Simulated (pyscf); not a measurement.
Structures and frequencies: ωB97X-D3(BJ)/def2-SVP in PySCF. Correlated levels are frozen-core, on RHF or UHF. ΔMP2 is the change of the MP2 total energy from the triple- to the quadruple-zeta basis.

SMILES: [NH2][AlH][OH]
```xyz
7

N     -0.2934     1.2682    -2.2010
Al    -0.5941     0.1027    -0.9066
O     -0.2915     0.6264     0.6902
H     -0.4306     1.0885    -3.1895
H      0.0416     2.2157    -2.0612
H     -1.1185    -1.3516    -1.2381
H     -0.4119     0.1121     1.4897
```

Q: What is the homolytic dissociation enthalpy (298 K, CCSD(T)/def2-TZVPP + ΔMP2(QZVPP)) of the Al–O bond of H₂N–AlH–OH (SMILES [NH2][AlH][OH]), to [H₂N–AlH]• + OH•?

A: Al–O to [H₂N–AlH]• + OH•: 544.8 kJ/mol. The radicals are drawn with the spin at the cut bond; how far it spreads was not checked. Other isomers of [H₂N–AlH]• were not searched in full and may lie lower. The CCSD(T) − MP2 part came from Ansatz, without density fitting, on the same reference. Left out: the spin-orbit lowering of OH.
